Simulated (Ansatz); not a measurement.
For hcp Os, PBE-D3(BJ) in Ansatz (PAW) gives:

```
Item                       Value
------------------  ------------
lattice constant a       2.737 Å
c axis length            4.322 Å
bulk modulus             418 GPa
cohesive energy     9.06 eV/atom
```

What does r²SCAN-D4 in Ansatz (plane waves, PAW) give for the same quantities?


- lattice constant a: 2.734 Å (decreases by 0.1 %)
- lattice parameter c: 4.311 Å (shrinks by 0.3 %)
- bulk modulus: 434 GPa (goes up by 3.8 %)
- cohesive energy: 8.34 eV/atom (drops by 0.72 eV/atom)

For comparison: lattice constant a 2.734 Å (measured, 293 K, no zero-point or thermal correction, our sources range from 2.734 to 2.740; as tabulated in Wikipedia's data pages); lattice parameter c 4.320 Å (measured, 293 K, not corrected to a static lattice; as tabulated in Wikipedia's data pages); bulk modulus 425 GPa (measured, zero-point energy and finite temperature contributions removed; as tabulated in doi:10.1021/acs.jctc.3c00612).

Changes are worked out from the printed values.

Unless a cell is named, each level is at its own relaxed cell (PBE-D3(BJ) 14.01, r²SCAN-D4 13.95 Å³/atom).

Levels without +SOC leave out spin–orbit coupling, which shifts energies and cells of such heavy elements.

Ansatz's density-functional and Hartree–Fock values are scalar-relativistic unless marked +SOC, with PAW data made under PBE.

Ansatz is a program for electronic structure.
